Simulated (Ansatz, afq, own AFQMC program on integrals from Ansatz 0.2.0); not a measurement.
AFQMC on a folder of integrals that Ansatz 0.2.0 wrote.

```yaml
crystal:
  periodic: [false, false, false]
  atoms:
    - {symbol: Ge, position_ang: [-0.010810, 0.000000, 0.664351]}
    - {symbol: Al, position_ang: [-0.032709, -0.000001, -1.763111]}
    - {symbol: H, position_ang: [0.827334, -1.053378, -0.340814]}
    - {symbol: H, position_ang: [0.827335, 1.053377, -0.340815]}
basis:
  gaussian: {orbitals: cc-pVDZ}
total_charge: 1
magnetization: {spin_polarized: true, initial_magnetization: 2}
correlation: {method: ccsd_t, electrons: outside_noble_gas, hamiltonian_folder: ham}
```

```sh
$ ansatz run in.yaml --threads 1 --pin off --events-out ev --progress --plain --max-ram 1382MiB
```

Options of the walk:

```
--method phaseless --trial cisd --walkers 60 --populations 1 --least-time 40 --time-step 0.005 --steps-per-block 50 --equilibration-blocks 28 --max-blocks 300 --target-error 0.00034 --factor-cut 1e-05 --start spin_pure --seed 1860 --release-times 0.24,0.51,0.99,1.62,2.4 --release-step 0.03 --release-every 4 --taylor-order 6
```

Times are imaginary, in 1/Eh. The walk had a cap of 932 s. Filled inner d shells are frozen with the cores.

Output of the walk:

```
orbitals 36  electrons 5 3  factors 290 of 595
reference energy -2318.07596184 Eh
CCSD correlation -0.14433638 Eh in 16 cycles, weight of the determinant in the CISD state 0.8542
energy of the start -2318.219991 Eh
 block  time / (1/Eh)  mean weight  energy / Eh
     1     0.250  1.0009  -2318.218887
     2     0.500  1.0014  -2318.219900
     3     0.750  1.0002  -2318.220793
     4     1.000  1.0000  -2318.222147
     5     1.250  0.9988  -2318.221314
     8     2.000  0.9986  -2318.225699
    11     2.750  0.9995  -2318.226007
    26     6.500  0.9987  -2318.228333
    41    10.250  0.9990  -2318.224480
    56    14.000  0.9988  -2318.225437
    71    17.750  0.9999  -2318.233003
    86    21.500  1.0003  -2318.229374
   101    25.250  0.9994  -2318.226131
   116    29.000  1.0007  -2318.228473
   131    32.750  1.0012  -2318.222626
   141    35.250  1.0014  -2318.222620
   146    36.500  0.9995  -2318.225452
   161    40.250  1.0018  -2318.225699
   176    44.000  0.9996  -2318.228035
   186    46.500  0.9993  -2318.233427
   191    47.750  1.0010  -2318.232596
   206    51.500  0.9993  -2318.226693
blocks merged  error / Eh  count
     1  0.000194  180
     2  0.000250  90
     4  0.000312  45
     8  0.000336  22
    16  0.000384  11
released: time / (1/Eh)  energy / Eh  error  mean overlap
  0.24  -2318.227516  0.000356  1.0025
  0.51  -2318.227635  0.000287  1.0062
  0.99  -2318.227803  0.000342  1.0148
  1.62  -2318.228379  0.000365  1.0050
  2.40  -2318.228087  0.000541  1.0270
energy -2318.227584 +/- 0.000336 Eh
(rows thinned)
```

The run passed its tests (sampling time, drift between the halves within three errors, error under three times the target), which doesn't prove that it has relaxed.

Against this walk (error 9.1 meV) on the same determinant: CCSD(T) 31.8 meV higher, CCSDT(Q) 22.4 meV lower. The error is statistical and leaves out the bias of the constraint. Released to 2.40 1/Eh the energy moves by -14 ± 17 meV (both errors), within twice the noise.

Cautions: constraint bias not in the error; no relativity below Rb; no spin-orbit coupling; inner d shell frozen; another spin lies lower (by 1.39 eV); strong correlation (T1 0.050, weight of the determinant 0.85, largest double 0.06); the bias of populations of 60 walkers isn't removed.

The walk took 4.1 min on 1 thread of Arm Neoverse V1 (shared host). The log's last line is the phaseless energy.

CCSDT and higher add their correlation energy to the determinant of the CCSD(T) run, since their own runs factorise the integrals more tightly (a shift of under 2 meV). A walk keeps the symmetry of its determinant, which the program's search chose and which needn't be the lowest solution, so a lower state of the same spin and another symmetry isn't excluded.
